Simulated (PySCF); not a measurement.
```xyz
3
charge 0 multiplicity 1, angstrom
C     0.0000    0.0000    0.0000
S     0.0000    0.0000    1.5485
S     0.0000    0.0000   -1.5485
```

These are results of PySCF, PBE0, basis C def2-TZVP, S def2-TZVP (no relativity, density fitting), not measurements.

This geometry of CS₂ is a stationary point at this level.

What is the point group?

D∞h.

Is it a minimum?

Yes: all harmonic wavenumbers are real.

What are the dipole moment and the gap between the highest occupied and lowest empty levels?

0.00 D and 5.86 eV.

Give the atomic charges and bond orders.


```json
{"atom": "C1", "Mulliken": "0.12", "Löwdin": "-0.89", "polar tensor": "0.80", "Mayer order to C1": "–"}
{"atom": "S2,3", "Mulliken": "-0.06", "Löwdin": "0.44", "polar tensor": "-0.40", "Mayer order to C1": "2.13"}
```
Other Mayer orders above 0.3: S–S 0.40.

What is the atomisation energy, with and without zero-point energy?

1190 kJ/mol without, 1171 kJ/mol with.
